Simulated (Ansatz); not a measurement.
# HSiAl, quintet: reading a ladder of total energies

Geometry: that of the HSiAl, triplet, kept fixed. The triplet lies 3.8 eV lower here.

```xyz
3

Si    0.0000   -0.0360    1.1654
Al    0.0000   -0.0118   -1.2249
H     0.0000    1.3177    0.3154
```

Basis cc-pVDZ; Ansatz 0.2.0. Correlated methods freeze the noble-gas cores, which leaves 8 electrons in 31 orbitals. Prefix R: restricted or restricted open-shell reference; prefix U: unrestricted.

Full CI isn't at hand for all of this; UCCSDT(Q) serves as the reference, and is uncertain by the last step of the cluster series or more.

UCCSD has a T1 diagnostic of 0.026 and a largest doubles amplitude of 0.05.

Runs differ by some tens of microhartree through their thresholds and, for an open shell, their frozen cores, so steps under 0.03 kcal/mol mean nothing.

| level | total energy (hartree) |
| --- | --- |
| UHF | -531.255136 |
| UMP2 | -531.344600 |
| UCCSD | -531.372344 |
| UCCSD(T) | -531.376246 |
| UCCSDT | -531.377435 |
| UCCSDT(Q) | -531.377642 |

What is the correlation energy at UCCSDT(Q), and what share of it do UMP2 and UCCSD(T) recover?

E(corr) = -531.377642 − (-531.255136) = -0.122506 hartree = -3.334 eV. UMP2: -0.089464 / -0.122506 = 73.03 %. UCCSD(T): -0.121110 / -0.122506 = 98.86 %.

By how many kcal/mol does UCCSD(T) miss UCCSDT(Q) (1 hartree = 627.509 kcal/mol), and which steps make up the rest?

-531.376246 − (-531.377642) = 0.001396 hartree = 0.88 kcal/mol. Steps: UCCSDT − UCCSD(T) = -0.75, UCCSDT(Q) − UCCSDT = -0.13 kcal/mol. Differences between like states or geometries often cancel part of this.
